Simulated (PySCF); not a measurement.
AlN⁻ at PBE0

Level: PBE0. Al aug-cc-pV(D+d)Z, N aug-cc-pVDZ; no relativity (PySCF 2.14).

* state: ²Σ⁺ (doublet), unpaired electrons σ ↑, a second solution, started from another occupation
* bond length: 1.717 Å
* harmonic wavenumber: 872 cm⁻¹
* force constant: 4.13 mdyn/Å
* rotational constant Be: 0.6199 cm⁻¹
* anharmonicity ωexe: 6.19 cm⁻¹
* vibration–rotation constant αe: 0.00553 cm⁻¹
* energy of the minimum from ground-state Al⁻ + N: -3.66 eV
* bond order (Mayer): 1.87
* dipole moment (positive dipole points towards N; it is taken about the centre of mass and depends on that origin): -2.13 D

For an ion De counts to the pair picked by the measured ionisation energies or electron affinities, which need not be the lowest pair at this level.
